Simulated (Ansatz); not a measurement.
Species: C$_{2}$H$_{6}$S, SMILES `CSC` (charge 0, multiplicity 1).

Task: Give a relaxed geometry from B3LYP-D3(BJ)/def2-SVP run with Ansatz (an electronic-structure program).

Result: the end point of this relaxation (outside a Z-matrix the atoms follow the SMILES, hydrogens last).
Z-matrix (Å, degrees):
```
S
C 1 1.8180
H 2 1.0994 1 107.19
H 2 1.1016 3 108.69 1 -120.53
H 2 1.1016 3 108.69 4 -118.94
C 1 1.8180 2 99.25 3 180.00
H 6 1.0994 1 107.19 2 -180.00
H 6 1.1016 7 108.69 1 120.53
H 6 1.1016 7 108.69 8 118.94
```
